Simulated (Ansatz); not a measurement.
# C2HClOS: up Jacob's ladder to CCSD(T)

How much do the methods differ for C2HClOS? The plan is to run it at one geometry with functionals of several rungs and with coupled cluster. The yardstick is the atomisation energy at the CCSD(T) limit.

Method: functionals in def2-TZVPP, the program's frozen cores in correlated methods; program: Ansatz 0.2.0, Gaussian basis.

Levels to be run: LDA (SPW92), PBE-D4, revPBE-D4, BLYP-D4, r2SCAN-D4, B97M-V, PBE0-D4, B3LYP-D4, r2SCANh-D4, r2SCAN0-D4, HSE06-D4, BHLYP-D4, CAM-B3LYP-D4, LC-ωPBE, ωB97X-V, ωB97M-V, B2PLYP, PBE-QIDH; CCSD(T)/def2-SVP; CCSD(T)/def2-TZVPP; MP2/def2-QZVPP; extrapolation to the limit; RPA on PBE.

## Step 1: The geometry

All runs share one geometry, relaxed beforehand with PBE0-D4 in a triple-zeta def2 set.

6 atoms, charge 0, spin multiplicity 1.

Atoms are counted from 1 here; the program's logs count them from 0.

Bond lengths: S1–C2 1.584 Å, C2–O3 1.331 Å, C2–C4 1.440 Å, O3–C4 1.459 Å, C4–Cl5 1.726 Å, C4–H6 1.084 Å. Angles: S1–C2–O3 140.6°, S1–C2–C4 155.9°, O3–C2–C4 63.4°, C2–O3–C4 61.9°, C2–C4–O3 54.7°, C2–C4–Cl5 121.4°, C2–C4–H6 122.4°, O3–C4–Cl5 116.7°, O3–C4–H6 114.3°, Cl5–C4–H6 113.2°.

## Step 2: LDA

This LDA is Slater exchange with PW92 correlation.

The input, in.yaml:

```yaml
crystal:
  periodic: [false, false, false]
  atoms:
    - {symbol: S, position_ang: [-0.684076, -1.636265, 1.568051]}
    - {symbol: C, position_ang: [-0.411376, -0.599994, 0.400924]}
    - {symbol: O, position_ang: [-1.050598, 0.045592, -0.571860]}
    - {symbol: C, position_ang: [0.375967, 0.301138, -0.399599]}
    - {symbol: Cl, position_ang: [0.818938, 1.865829, 0.178750]}
    - {symbol: H, position_ang: [0.993244, -0.040199, -1.222365]}
basis:
  gaussian: {orbitals: def2-TZVPP}
hamiltonian: {xc: lda}
output: {orbitals: {seedname: orbitals}}
```

After this run come: PBE-D4 (GGA); revPBE-D4 (GGA); BLYP-D4 (GGA); r2SCAN-D4 (meta-GGA); B97M-V (meta-GGA); PBE0-D4 (hybrid); B3LYP-D4 (hybrid); r2SCANh-D4 (hybrid); r2SCAN0-D4 (hybrid); HSE06-D4 (hybrid); BHLYP-D4 (hybrid); CAM-B3LYP-D4 (range-separated); LC-ωPBE (range-separated); ωB97X-V (range-separated); ωB97M-V (range-separated); B2PLYP (double hybrid); PBE-QIDH (double hybrid); CCSD(T) in def2-SVP; CCSD(T) in def2-TZVPP; MP2 in def2-QZVPP; RPA on PBE orbitals.

Q: Predict the results of all the runs planned. Wanted: atomisation energy, CCSD(T)/CBS; farthest beyond LDA; mean size of error, GGA; mean size of error, meta-GGA; mean size of error, hybrid; mean size of error, range-separated; mean size of error, double hybrid; gap, smallest and largest; T1 diagnostic.

As calculated:

| quantity | value |
| --- | --- |
| atomisation energy, CCSD(T)/CBS | 547.2 kcal/mol |
| functionals within 2.7 kcal/mol (0.5 %) | B3LYP-D4, CAM-B3LYP-D4, PBE-QIDH |
| farthest beyond LDA | PBE-D4 (+43.0 kcal/mol) |
| mean size of error, GGA | 24.9 kcal/mol |
| mean size of error, meta-GGA | 12.1 kcal/mol |
| mean size of error, hybrid | 13.8 kcal/mol |
| mean size of error, range-separated | 4.2 kcal/mol |
| mean size of error, double hybrid | 3.7 kcal/mol |
| gap, smallest and largest | 2.91 eV (LDA (SPW92)), 10.08 eV (LC-ωPBE) |
| T1 diagnostic | 0.0164 |
| triples share of the correlation energy | 5.0 % |

In words: The LDA atomisation energy is off by 133.4 kcal/mol (24 %): it overbinds. PBE-D4 is off by +43.0 kcal/mol. Double hybrids carry the basis error of their MP2 part in triple zeta, and no dispersion term here, so their miss is partly the set-up's. By mean error the best rung here is double hybrid (3.7 kcal/mol) and the worst beyond LDA is GGA (24.9 kcal/mol). The gap between the best rungs is small, so their order is not settled. Misses under about 2.7 kcal/mol are within the doubt on the reference itself, which lacks core-valence correlation, relativity and higher excitations. Hartree-Fock recovers 61 % of the binding; the rest is correlation. CCSD(T) in def2-SVP is off by -37.2 kcal/mol, so the small basis spoils what the method gains. Orbital gaps span 2.9 to 10.1 eV; exact exchange widens them.
